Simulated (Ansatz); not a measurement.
PbO: experiment and calculation

**Experimental background.**

“X-ray spectroscopic study of amorphous and polycrystalline PbO films, α-PbO, and β-PbO for direct conversion imaging”, 2017, pmc:5640621 quotes, for a powder of PbO at 300 K: lattice constant a 5.6253 Å; lattice constant c 5.0259 Å.

The runs below are set against these values where they give the same quantity.

Method: Ansatz 0.2.0, DFT r2SCAN, scalar-relativistic, plane waves, PAW.

Settings: cutoff 500 eV, Γ-centred mesh 8×8×6 on the computed 4-atom cell, Gaussian smearing of 0.02 eV; no spin polarisation.

Relaxed structure, symmetry kept:

```cif
data_structure
_symmetry_space_group_name_H-M 'P 1'
_symmetry_Int_Tables_number 1
_cell_length_a 3.9871
_cell_length_b 3.9871
_cell_length_c 5.3217
_cell_angle_alpha 90.000
_cell_angle_beta 90.000
_cell_angle_gamma 90.000
_cell_volume 84.60
loop_
_atom_site_label
_atom_site_type_symbol
_atom_site_fract_x
_atom_site_fract_y
_atom_site_fract_z
_atom_site_occupancy
Pb1 Pb 0.00000 0.50000 0.22318 1
Pb2 Pb 0.50000 0.00000 0.77682 1
O1 O 0.00000 0.00000 0.00000 1
O2 O 0.50000 0.50000 0.00000 1
```

| Quantity | Value |
| --- | --- |
| Space group | P4/nmm (No. 129) |
| Volume per atom | 21.15 Å³ |
| Formation energy from the elements' standard states (uncorrected) | -1.248 eV/atom |
| Generalised Kohn–Sham band gap | 1.83 eV, indirect from (-0.031, -0.021, 0.000) to M |
| Löwdin character of the top 1 eV of the valence band | O 2p 60 %, Pb 6s 21 %, Pb 6p 17 % |
| Löwdin character of the lowest 1 eV of the conduction band | Pb 6p 69 %, O 2p 9 %, O 2s 9 %, Pb 6s 8 %, unprojected 6 % |
| Electron masses at the edge by Cartesian direction of the standard setting (m_e; degenerate bands sorted by energy; no spin-orbit coupling) | x: 0.37, 0.37; y: 0.37, 0.37; z: 0.44, 0.44 |
| Hole masses at the edge by Cartesian direction of the standard setting (m_e; degenerate bands sorted by energy; no spin-orbit coupling) | x: 29; y: over 30; z: 0.73 |
| Bader charges (e) | Pb (2 in the cell) 1.23, O (2 in the cell) -1.23 |

Spin-orbit coupling is left out, which matters for the bands of heavy elements.

Against the measured lattice constant a of PbO, 5.6253 Å (300 K; powder; quoted in the paper above), the calculated 3.987 Å is off by -29.1 %. So large a difference can come from the functional (as between layers that it hardly binds), but also from another choice of axes, another phase or a misread value. Against the measured lattice constant c of PbO, 5.0259 Å (300 K; powder; quoted in the paper above), the calculated 5.322 Å is off by +5.9 %. The calculation is for 0 K without zero-point motion.

Cost: 8 runs of about 9 core-minutes in all, on Arm Neoverse V2 (shared hosts).